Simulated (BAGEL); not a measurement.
**C2H4F2O (SMILES FCOCF): B3LYP/cc-pVDZ (density fitting with qzvpp-jkfit)**

Aim: the energy change on altering one bond length of C2H4F2O at B3LYP/cc-pVDZ (density fitting with qzvpp-jkfit), from 2 runs. 

The calculation is run with BAGEL 1.2.2.

3 further runs of the same task are left out: 3 that didn't finish.

### Step 1. Starting point

The species is C2H4F2O (9 atoms), meant as a singlet with charge 0. SMILES: `FCOCF`. The shape is that of a PBE0-D4/def2-TZVP optimisation. This is one conformer, not always the lowest.

Bond lengths: F1–C2 1.375 Å, C2–O3 1.381 Å, O3–C4 1.381 Å, C4–F5 1.375 Å, C2–H6 1.094 Å, C2–H7 1.090 Å, C4–H8 1.094 Å, C4–H9 1.090 Å. Some angles: F1–C2–O3 110.4°, C2–O3–C4 114.8°, O3–C4–F5 110.4°, F1–C2–H6 107.3°, F1–C2–H7 108.3°, O3–C2–H6 111.9°, O3–C2–H7 107.0°, O3–C4–H8 111.9°, O3–C4–H9 107.0°, F5–C4–H8 107.3°.

### Step 2. A single-point energy at B3LYP/cc-pVDZ (density fitting with qzvpp-jkfit)

Input file input.json:

```json
{ "bagel": [

{
  "title": "molecule",
  "basis": "cc-pvdz.json",
  "df_basis": "qzvpp-jkfit",
  "angstrom": true,
  "geometry": [
    { "atom": "F", "xyz": [   -1.734200,    0.805200,   -0.245200 ] },
    { "atom": "C", "xyz": [   -0.460700,    0.758500,   -0.762300 ] },
    { "atom": "O", "xyz": [    0.071100,   -0.508000,   -0.618700 ] },
    { "atom": "C", "xyz": [    0.447400,   -0.834700,    0.669300 ] },
    { "atom": "F", "xyz": [    1.603900,   -0.174500,    1.013000 ] },
    { "atom": "H", "xyz": [    0.132500,    1.512200,   -0.235900 ] },
    { "atom": "H", "xyz": [   -0.517700,    0.959900,   -1.832000 ] },
    { "atom": "H", "xyz": [   -0.316800,   -0.555400,    1.400900 ] },
    { "atom": "H", "xyz": [    0.648400,   -1.905900,    0.679800 ] }
  ]
},
{ "title": "ks", "xc_func": "b3lyp" },
{ "title": "print", "file": "orbitals.molden", "orbitals": true }

]}
```

The basis set cc-pVDZ is read from a file made from the Basis Set Exchange's data (not shown).

On the command line:

```console
BAGEL_NUM_THREADS=1 BAGEL input.json > input.out
```

The log of the run:

```text
* using 1 threads per process

  ===============================================================
  ===============================================================

  *** Geometry ***

  { "atom" : "F", "xyz" : [     -3.277163,      1.521607,     -0.463361 ] },
  { "atom" : "C", "xyz" : [     -0.870597,      1.433357,     -1.440538 ] },
  { "atom" : "O", "xyz" : [      0.134360,     -0.959981,     -1.169174 ] },
  { "atom" : "C", "xyz" : [      0.845463,     -1.577354,      1.264794 ] },
  { "atom" : "F", "xyz" : [      3.030932,     -0.329757,      1.914293 ] },
  { "atom" : "H", "xyz" : [      0.250389,      2.857644,     -0.445786 ] },
  { "atom" : "H", "xyz" : [     -0.978311,      1.813948,     -3.461978 ] },
  { "atom" : "H", "xyz" : [     -0.598665,     -1.049554,      2.647317 ] },
  { "atom" : "H", "xyz" : [      1.225298,     -3.601629,      1.284636 ] },

  Number of auxiliary basis functions:      453

  Since a DF basis is specified, we compute 2- and 3-index integrals:
    o Being stored without compression. Storage requirement is 0.029 GB

  Number of basis functions:       90
  Number of electrons      :       42

    * METHOD: MOLECULE                             0.22

  *** Kohn-Sham DFT ***

    * Removing 17377 points whose weight is below 1.00e-10
    * Grid points: 116777

  === Nuclear Repulsion ===
   193.1082387979

       - DIIS with orbital gradients will be used.

  === KS iteration (b3lyp / cc-pvdz.json) ===
      0       -322.17350481          0.10825594           0.41
      1       -301.53605413          0.20709928           0.40
      2       -327.15234306          0.14145482           0.40
      3       -351.22737193          0.06097664           0.40
      4       -352.24901607          0.03992142           0.40
      5       -353.24404844          0.02081372           0.39
      6       -353.46518791          0.00961330           0.39
      7       -353.51433710          0.00326461           0.40
      8       -353.52348452          0.00056724           0.39
      9       -353.52375794          0.00007913           0.40
     10       -353.52376178          0.00001212           0.40
     11       -353.52376188          0.00000310           0.40
     12       -353.52376188          0.00000102           0.40
     13       -353.52376188          0.00000026           0.39
     14       -353.52376188          0.00000014           0.39
     15       -353.52376188          0.00000002           0.39
     16       -353.52376188          0.00000000           0.39
    * SCF iteration converged.

    * Permanent dipole moment:
           (   -0.004989,     0.030353,     0.037085) a.u.

    * METHOD: KS                                   7.51

    * METHOD: PRINT                                0.02

  ===============================================================
```

Run time: 8.1 s. Hardware: 1 thread of Arm Neoverse V1, shared host; peak memory 0.48 GiB.

### Step 3. The distorted shape at the same level

Input file calc.json:

```json
{ "bagel" : [

{
  "title" : "molecule",
  "basis" : "cc-pvdz.json",
  "df_basis" : "qzvpp-jkfit",
  "angstrom" : true,
  "geometry" : [
    { "atom" : "F", "xyz" : [   -1.717099,    0.744777,    0.075728 ] },
    { "atom" : "C", "xyz" : [   -0.443599,    0.698077,   -0.441372 ] },
    { "atom" : "O", "xyz" : [    0.088201,   -0.568423,   -0.297772 ] },
    { "atom" : "C", "xyz" : [    0.464501,   -0.895123,    0.990228 ] },
    { "atom" : "F", "xyz" : [    1.621001,   -0.234923,    1.333928 ] },
    { "atom" : "H", "xyz" : [    0.149601,    1.451777,    0.085028 ] },
    { "atom" : "H", "xyz" : [   -0.517700,    0.959900,   -1.832000 ] },
    { "atom" : "H", "xyz" : [   -0.299699,   -0.615823,    1.721828 ] },
    { "atom" : "H", "xyz" : [    0.665501,   -1.966323,    1.000728 ] }
  ]
},
{ "title" : "ks", "xc_func" : "b3lyp" },
{ "title" : "print", "file" : "orbitals.molden", "orbitals" : true }

]}
```

The basis set cc-pVDZ is read from a file made from the Basis Set Exchange's data (not shown).

On the command line:

```console
BAGEL_NUM_THREADS=1 BAGEL calc.json > calc.out
```

The log of the run:

```text
* using 1 threads per process

  ===============================================================
  ===============================================================

  *** Geometry ***

  { "atom" : "F", "xyz" : [     -3.244847,      1.407425,      0.143105 ] },
  { "atom" : "C", "xyz" : [     -0.838281,      1.319174,     -0.834072 ] },
  { "atom" : "O", "xyz" : [      0.166676,     -1.074164,     -0.562708 ] },
  { "atom" : "C", "xyz" : [      0.877780,     -1.691537,      1.871260 ] },
  { "atom" : "F", "xyz" : [      3.063248,     -0.443940,      2.520759 ] },
  { "atom" : "H", "xyz" : [      0.282705,      2.743461,      0.160680 ] },
  { "atom" : "H", "xyz" : [     -0.978311,      1.813948,     -3.461978 ] },
  { "atom" : "H", "xyz" : [     -0.566349,     -1.163737,      3.253783 ] },
  { "atom" : "H", "xyz" : [      1.257615,     -3.715812,      1.891102 ] },

  Number of auxiliary basis functions:      453

  Since a DF basis is specified, we compute 2- and 3-index integrals:
    o Being stored without compression. Storage requirement is 0.029 GB

  Number of basis functions:       90
  Number of electrons      :       42

    * METHOD: MOLECULE                             0.23

  *** Kohn-Sham DFT ***

    * Removing 16974 points whose weight is below 1.00e-10
    * Grid points: 117180

  === Nuclear Repulsion ===
   191.6948330999

       - DIIS with orbital gradients will be used.

  === KS iteration (b3lyp / cc-pvdz.json) ===
      0       -322.27264856          0.10738332           0.42
      1       -300.61869866          0.20440442           0.40
      2       -327.16418986          0.13875664           0.40
      3       -349.47550493          0.07369075           0.40
      4       -348.16804215          0.07961024           0.40
      5       -353.05574909          0.02341549           0.43
      6       -353.35007627          0.01391622           0.40
      7       -353.48453928          0.00243788           0.40
      8       -353.48756437          0.00150564           0.39
      9       -353.48880017          0.00057444           0.40
     10       -353.48902674          0.00008896           0.40
     11       -353.48903185          0.00002325           0.39
     12       -353.48903219          0.00001245           0.40
     13       -353.48903228          0.00000748           0.40
     14       -353.48903233          0.00000111           0.39
     15       -353.48903233          0.00000056           0.40
     16       -353.48903233          0.00000015           0.38
     17       -353.48903233          0.00000010           0.39
     18       -353.48903233          0.00000002           0.39
     19       -353.48903233          0.00000001           0.40
    * SCF iteration converged.

    * Permanent dipole moment:
           (   -0.007136,     0.078472,    -0.098688) a.u.

    * METHOD: KS                                   8.73

    * METHOD: PRINT                                0.02

  ===============================================================
```

It took 9.3 s on 1 thread of Arm Neoverse V1, shared host; peak memory 0.48 GiB.

### Step 4. Outcome

Level: B3LYP/cc-pVDZ (density fitting with qzvpp-jkfit).

| quantity | value |
| --- | --- |
| first shape: total energy | -353.52376 Eh |
| first shape: dipole moment | 0.12 D |
| first shape: HOMO energy | -8.83 eV |
| first shape: LUMO energy | 1.76 eV |
| first shape: HOMO–LUMO gap | 10.59 eV |
| distorted shape: total energy | -353.48903 Eh |
| distorted shape: dipole moment | 0.32 D |
| distorted shape: HOMO energy | -8.65 eV |
| distorted shape: LUMO energy | 0.55 eV |
| distorted shape: HOMO–LUMO gap | 9.20 eV |
| energy change with the C2–H7 bond stretched from 1.090 to 1.417 Å | 0.945 eV |

What this shows: With the C2–H7 bond stretched from 1.090 to 1.417 Å the energy rises by 0.95 eV (21.8 kcal/mol). The first shape isn't relaxed at this level, so the change isn't measured from a minimum.
